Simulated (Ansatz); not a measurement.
Relaxation of C3H6N2O (12 atoms, charge 0, multiplicity 1), to a largest force component of 0.02 eV/Å in at most 50 steps.

These are results of RKS B3LYP-D4/6-31G* (Ansatz), not measurements.

```xyz
12
Properties=species:S:1:pos:R:3:forces:R:3
C -0.420 -1.039 0.994 -2.51 2.91 1.32
N 0.420 -0.071 0.331 -1.33 -0.80 0.06
C 0.907 -0.355 -0.979 4.28 -1.33 -0.27
N 0.503 0.965 -1.363 1.11 -2.11 -4.58
C -0.048 1.068 -0.202 -1.53 2.15 2.77
O -0.801 2.005 0.386 0.28 0.32 1.23
H 0.085 -1.925 1.214 1.10 -1.54 0.32
H -1.297 -1.216 0.350 0.07 -0.42 0.25
H -0.825 -0.558 1.969 0.69 -0.94 -1.32
H 1.046 1.258 -2.200 -1.24 1.22 1.34
H 0.451 -1.194 -1.459 -0.70 -0.37 -0.53
H -0.930 2.705 -0.243 -0.22 0.92 -0.59
```

Q: Where does it end, and by what steps?

A: It converged. After 19 steps the energy has fallen by 1.690 eV; O6 moved furthest, 0.63 Å.

```csv
step,energy less start (eV),largest force component (eV/Å),accepted
0,0.0000,4.578,yes
1,-0.9063,1.758,yes
2,-1.2377,1.131,yes
3,-1.3289,1.740,yes
4,-1.5064,0.520,yes
5,-1.5171,1.415,yes
6,-1.6058,0.312,yes
7,-1.5853,0.632,no
8,-1.6323,0.296,yes
9,-1.6390,0.919,yes
10,-1.6497,0.687,yes
11,-1.6654,0.685,yes
12,-1.6748,0.478,yes
13,-1.6675,0.442,no
14,-1.6872,0.154,yes
15,-1.6724,0.340,no
16,-1.6885,0.102,yes
17,-1.6886,0.129,yes
18,-1.6881,0.155,no
19,-1.6896,0.017,yes
```

```xyz
12
Properties=species:S:1:pos:R:3
C -0.547 -1.029 1.031
N 0.086 -0.162 0.070
C 0.884 -0.421 -1.039
N 0.507 0.835 -1.583
C -0.294 1.077 -0.455
O -0.236 2.250 0.269
H 0.204 -1.709 1.444
H -1.359 -1.622 0.590
H -0.952 -0.419 1.843
H 1.132 1.521 -1.986
H 0.776 -1.344 -1.614
H -1.110 2.665 0.226
```

Whether the end is a true minimum wasn't checked by a vibrational analysis.

Time of the run: 60 s on 2 threads of Arm Neoverse V2, with other jobs on the host, peak memory 0.21 GiB.
